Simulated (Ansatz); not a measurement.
CH$_{8}$NSi, doublet: a nudged elastic band.

The input file, in.yaml:

```yaml
crystal:
  periodic: [false, false, false]
  atoms:
    - {symbol: H, position_ang: [0.804679, -0.501032, -1.261649]}
    - {symbol: C, position_ang: [0.937722, 0.585696, -1.363278]}
    - {symbol: N, position_ang: [0.353379, 1.385261, -0.301981]}
    - {symbol: Si, position_ang: [-1.331027, -1.181529, 1.347485]}
    - {symbol: H, position_ang: [0.506775, 0.886542, -2.320737]}
    - {symbol: H, position_ang: [2.009880, 0.787015, -1.417773]}
    - {symbol: H, position_ang: [-0.646950, 1.242167, -0.237878]}
    - {symbol: H, position_ang: [0.751441, 1.152749, 0.598554]}
    - {symbol: H, position_ang: [-2.330831, -2.179300, 1.810599]}
    - {symbol: H, position_ang: [-0.187150, -1.845499, 0.670390]}
    - {symbol: H, position_ang: [-0.867920, -0.332070, 2.476270]}
basis:
  gaussian: {orbitals: def2-SVP}
magnetization: {spin_polarized: true, initial_magnetization: 1}
hamiltonian: {xc: pbe0, dispersion: d4}
neb:
  images: 5
  climbing: true
  max_iterations: 30
  initial_path: idpp
  f_tol: 2.0
  final_atoms:
    - {symbol: H, position_ang: [-0.923827, -1.970591, -0.598661]}
    - {symbol: C, position_ang: [0.642013, 0.651369, -1.093210]}
    - {symbol: N, position_ang: [0.955879, 1.660912, -0.205494]}
    - {symbol: Si, position_ang: [-0.921996, -1.337658, 0.742597]}
    - {symbol: H, position_ang: [-0.144654, 0.855283, -1.807426]}
    - {symbol: H, position_ang: [1.447594, -0.007705, -1.388643]}
    - {symbol: H, position_ang: [0.174834, 2.190119, 0.149911]}
    - {symbol: H, position_ang: [1.603446, 1.414395, 0.526885]}
    - {symbol: H, position_ang: [-1.658477, -2.241244, 1.674628]}
    - {symbol: H, position_ang: [0.457360, -1.180980, 1.269031]}
    - {symbol: H, position_ang: [-1.632173, -0.033899, 0.730382]}
```

Command:

```bash
ansatz run in.yaml --threads 4 --pin off --events-out ev --progress --plain --max-ram 9574MiB
```

Output of Ansatz 0.2.0:

```
Functional definition: PBE0
  name "PBE0"
  cite "Adamo & Barone, J. Chem. Phys. 110, 6158 (1999) doi:10.1063/1.478522"
  cite "Perdew, Burke & Ernzerhof, Phys. Rev. Lett. 77, 3865 (1996) doi:10.1103/PhysRevLett.77.3865"
  parent pbe
  parameter a = 0.25
  parameter kappa = 0.804
  parameter beta = 0.06672455060314922
  exchange = (1 - a)*pbe_x(kappa = kappa, mu = beta*pi^2/3) + a*exact_x
  correlation = pbe_c(beta = beta)
942 factors; integrals over basis functions are off by at most 3.4e-4 eV
mean field evaluation 1: about -10517.0735 eV, gradient 3.3e1 eV
mean field evaluation 2: about -10502.3581 eV, gradient 5.7e1 eV
mean field evaluation 4: about -10521.8985 eV, gradient 3.6e0 eV
mean field evaluation 8: about -10521.9995 eV, gradient 7.3e-2 eV
mean field evaluation 16: about -10521.9995 eV, gradient 2.4e-5 eV
mean field -10521.99954560 eV, -386.6763512334 hartree, gradient 2.4e-5 eV, S^2 0.752417; 0 other end points of the search recorded, 0 dependent functions left out
the calculation of the forces begins
reference -10521.99957381 eV, -386.6763522700 hartree; 18, 17 occupied and 68, 69 virtual orbitals, 942 factors
941 factors; integrals over basis functions are off by at most 8.7e-4 eV
mean field evaluation 32: about -10521.8643 eV, gradient 2.6e-5 eV
mean field -10521.86431064 eV, -386.6713814404 hartree, gradient 2.6e-5 eV, S^2 0.753444; 0 other end points of the search recorded, 0 dependent functions left out
the calculation of the forces begins
reference -10521.86433834 eV, -386.6713824580 hartree; 18, 17 occupied and 68, 69 virtual orbitals, 941 factors
NEB end point (image 0): max|allowed force component| = 4.308e-1 eV/Å (the criterion of neb.relax_end_points is 4.000e-1)
NEB end point (image 6): max|allowed force component| = 3.488e-1 eV/Å (the criterion of neb.relax_end_points is 4.000e-1)
942 factors; integrals over basis functions are off by at most 1.1e-3 eV
mean field -10521.05859494 eV, -386.6417719346 hartree, gradient 3.5e-5 eV, S^2 0.752087; 0 other end points of the search recorded, 0 dependent functions left out
the calculation of the forces begins
reference -10521.05862307 eV, -386.6417729682 hartree; 18, 17 occupied and 68, 69 virtual orbitals, 942 factors
942 factors; integrals over basis functions are off by at most 9.5e-4 eV
mean field evaluation 64: about -10519.7289 eV, gradient 2.0e-2 eV
mean field -10519.72894311 eV, -386.5929081308 hartree, gradient 1.4e-5 eV, S^2 0.753889; 0 other end points of the search recorded, 0 dependent functions left out
the calculation of the forces begins
reference -10519.72897164 eV, -386.5929091792 hartree; 18, 17 occupied and 68, 69 virtual orbitals, 942 factors
942 factors; integrals over basis functions are off by at most 4.9e-4 eV
mean field evaluation 96: about -10519.0315 eV, gradient 1.3e-4 eV
mean field -10519.03151866 eV, -386.5672782553 hartree, gradient 7.7e-5 eV, S^2 0.890599; 0 other end points of the search recorded, 0 dependent functions left out
the calculation of the forces begins
reference -10519.03154712 eV, -386.5672793010 hartree; 18, 17 occupied and 68, 69 virtual orbitals, 942 factors
942 factors; integrals over basis functions are off by at most 9.4e-4 eV
mean field -10519.59185996 eV, -386.5878704182 hartree, gradient 7.1e-5 eV, S^2 0.781265; 2 other end points of the search recorded, 0 dependent functions left out
the calculation of the forces begins
reference -10519.59188760 eV, -386.5878714337 hartree; 18, 17 occupied and 68, 69 virtual orbitals, 942 factors
942 factors; integrals over basis functions are off by at most 1.1e-3 eV
mean field evaluation 128: about -10520.9950 eV, gradient 1.6e0 eV
mean field -10521.02442119 eV, -386.6405160723 hartree, gradient 1.5e-5 eV, S^2 0.753615; 0 other end points of the search recorded, 0 dependent functions left out
the calculation of the forces begins
reference -10521.02444876 eV, -386.6405170854 hartree; 18, 17 occupied and 68, 69 virtual orbitals, 942 factors
NEB iter   1: max|band force component| = 3.082e0 eV/Å  barrier→ = 2.9433 eV  barrier← = 2.8127 eV  Δτ_max = 0.2000 Å  (228 SCF iters)
NEB iter   2: max|band force component| = 2.834e0 eV/Å  barrier→ = 2.0636 eV  barrier← = 1.9331 eV  Δτ_max = 0.2000 Å  (162 SCF iters)
NEB iter   3: max|band force component| = 4.457e0 eV/Å  barrier→ = 1.2692 eV  barrier← = 1.1387 eV  Δτ_max = 0.1023 Å  (155 SCF iters)
NEB iter   4: max|band force component| = 1.767e0 eV/Å  barrier→ = 0.8958 eV  barrier← = 0.7653 eV  CI = image 3  Δτ_max = 0.0000 Å  (292 SCF iters)
Total energy: -10521.23147848 eV, -386.6481252873 hartree
Atom 0 at    -0.102468    -0.642796    -1.167590 Å, force     0.667063     2.122422     0.954958 eV/Å
Atom 1 at     0.562048     0.586214    -1.076144 Å, force    -0.374641    -1.499172    -0.771643 eV/Å
Atom 2 at     0.605611     1.263437     0.132061 Å, force     0.073525     0.488334     0.643255 eV/Å
Atom 3 at    -0.925849    -1.256802     0.561081 Å, force    -0.306954    -0.420052     0.387091 eV/Å
Atom 4 at     0.029780     1.175160    -1.835021 Å, force     0.057429    -0.147256    -0.232976 eV/Å
Atom 5 at     1.571430     0.281466    -1.391707 Å, force    -0.084912     0.119830    -0.204374 eV/Å
Atom 6 at    -0.244071     1.660506     0.526026 Å, force     0.210017    -0.200261    -0.239694 eV/Å
Atom 7 at     1.289699     1.022180     0.842389 Å, force    -0.184864    -0.222259    -0.216216 eV/Å
Atom 8 at    -1.931289    -2.298657     0.958744 Å, force    -0.006217    -0.161220    -0.053628 eV/Å
Atom 9 at     0.418923    -1.727922     1.034840 Å, force     0.024679     0.015096    -0.030704 eV/Å
Atom 10 at    -1.273815    -0.062786     1.415324 Å, force    -0.075123    -0.095461    -0.236068 eV/Å
Dipole moment:     0.231660     0.353764    -0.076462 e Å

[the SCF lines of later steps are left out]
```

The run took about 35 s on 4 CPU threads of an Arm Neoverse V1 (shared host).


The run ended normally. The force tolerance of 2 eV/Å lets the band stop early, so its barrier is not a converged value.